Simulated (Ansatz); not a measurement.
`p12p3p1p23`, charge 0, multiplicity 1.

(1) Give a relaxed structure at PBE0-D4/def2-TZVP (the Gaussian-basis code of Ansatz). (Best estimate.)

Results:

(1) The calculation gave: 
Z-matrix (Å, degrees):
```
P
P 1 2.184
P 1 2.184 2 60.0
P 1 2.184 2 60.0 3 -70.5
```
Point group Td.
